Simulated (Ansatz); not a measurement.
C6H10 can be A, `CC1=CCCC1`, or B, `C=CCCC=C`.

Isolated molecules relaxed with PBE0-D4/def2-TZVP in Ansatz; ΔE leaves out vibrations. CBS: MP2 limit from def2 TZ/QZ plus the TZ coupled-cluster correction, frozen cores. DFT in def2-TZVPP. B3LYP here is the variant with VWN-RPA as its local correlation; programs differ in this. One conformer a species, not always the lowest.

A:

```xyz
16

C     1.465    0.696    1.501
C     0.537    0.271    0.421
C     0.587    0.602   -0.868
C    -0.483   -0.068   -1.676
C    -1.436   -0.610   -0.598
C    -0.595   -0.687    0.682
H     1.956   -0.171    1.957
H     0.925    1.206    2.305
H     2.239    1.368    1.127
H     1.343    1.246   -1.305
H    -0.984    0.609   -2.374
H    -0.055   -0.876   -2.286
H    -2.250    0.104   -0.450
H    -1.889   -1.565   -0.871
H    -1.166   -0.428    1.580
H    -0.195   -1.696    0.855
```

B:

Z-matrix (Å, degrees):
```
C
C 1 1.492
C 1 1.535 2 113.0
H 1 1.096 2 109.0 3 120.2
H 1 1.094 2 109.9 3 -122.7
C 2 1.325 1 125.3 3 119.1
H 2 1.090 1 115.8 3 -60.3
C 3 1.492 1 113.0 2 -65.5
H 3 1.094 1 109.5 2 172.0
H 3 1.098 1 108.4 2 55.9
H 6 1.084 2 121.6 1 -179.9
H 6 1.086 2 121.3 1 0.3
C 8 1.326 3 124.8 1 -121.5
H 8 1.088 3 116.1 1 57.5
H 13 1.084 8 121.6 3 179.6
H 13 1.086 8 121.4 3 -0.6
```

**Question.** Which isomer does CCSD(T)/CBS put lower? Give the gap. (Estimate.)

**Answer.** Computed: A, by 91.0 kJ/mol.

**Question.** Give E(B) − E(A) in kJ/mol with MP2/def2-TZVPP, CCSD(T)/def2-SVP, B2PLYP, PBE0-D4, BLYP-D4, B3LYP-D4, CCSD/def2-TZVPP. (An estimate is asked.)

**Answer.** Computed: MP2/def2-TZVPP 104.4, CCSD(T)/def2-SVP 97.5, B2PLYP 86.6, PBE0-D4 110.7, BLYP-D4 72.7, B3LYP-D4 83.2, CCSD/def2-TZVPP 92.4. None reverses the order clearly.

**Question.** Does the order hold for the free energy at 298.15 K (harmonic terms from PBE0-D4)? (Best estimate.)

**Answer.** The calculation gave: Yes: G(B) − G(A) = +78.5 kJ/mol, for one conformer each.

Largest T1 diagnostic: 0.010.

The D4 term adds +4.2 kJ/mol with B3LYP and +1.9 kJ/mol with PBE0; it sums over pairs of atoms, weighted by their polarisabilities, and B3LYP, whose exchange is more repulsive, gets the larger term. Leaving LDA and LC-ωPBE aside and taking each functional with its dispersion term where it has one, the values, not all of them listed here, spread over 42.6 kJ/mol, from BLYP-D4 to PBE-QIDH. LDA lies +28.6 kJ/mol from PBE without D4.
